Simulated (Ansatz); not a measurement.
`[NH2][AlH][AlH2]` + H₂O → `[OH][AlH][AlH2]` + NH₃ at 700 K and 1 bar (formal hydrolysis of the Al–N bond).

Calculated with Ansatz (gas phase, PBE0-D4/def2-TZVP geometries, no zero-point term in ΔE). CCSD(T)/CBS adds triple-zeta CCSD(T) − MP2 to the extrapolated MP2 energy (def2 sets, frozen cores). This one scheme is used for every species. Each species was taken in one conformer, which may not be the lowest.

| species | CCSD(T)/CBS energy (Eh) | H − E (kJ/mol) | S (J/(mol·K)) |
| --- | --- | --- | --- |
| `[NH2][AlH][AlH2]` | -541.74510 | 188.7 | 436.2 |
| H₂O | -76.37941 | 80.5 | 218.4 |
| `[OH][AlH][AlH2]` | -561.63147 | 152.1 | 416.9 |
| NH₃ | -56.50880 | 116.9 | 226.5 |

H − E and S are ideal-gas, rigid-rotor, harmonic terms from PBE0-D4/def2-TZVP, for one conformer and one mirror image of each species. 1 Eh = 2625.50 kJ/mol, R = 8.31446 J/(mol·K).

By hand: ΔE, ΔH, ΔS and ΔG.

ΔE = (-561.63147) + (-56.50880) − (-541.74510) − (-76.37941) = -0.01576 Eh = -41.4 kJ/mol. Δ(H − E) = 152.1 + 116.9 − 188.7 − 80.5 = -0.2, so ΔH = -41.6 kJ/mol. ΔS = 416.9 + 226.5 − 436.2 − 218.4 = -11.2 J/(mol·K). ΔG = -41.6 − 700 × (-11.2)/1000 = -33.8 kJ/mol.

By hand: the equilibrium constant, and the temperature at which ΔG would vanish if ΔH and ΔS stayed fixed.

log₁₀ K = −ΔG/(RT ln 10) = 2.5. ΔG = 0 at ΔH/ΔS = 3714 K, far beyond where these terms or the molecules hold.

The number of gas molecules stays the same, so ΔS is small and ΔH decides. A doubt of 5 kJ/mol in ΔE shifts log₁₀ K by 0.4 here. Other conformers and mirror images would add mixing entropy, several J/(mol·K) or more a flexible species. Modes under 60 cm⁻¹, often nearly free rotors, make the harmonic entropy too high. These are equilibria of isolated gas molecules and say nothing of rates. Largest T1 diagnostic: 0.013 (customary marks: 0.02 for closed shells, 0.045 for open ones).
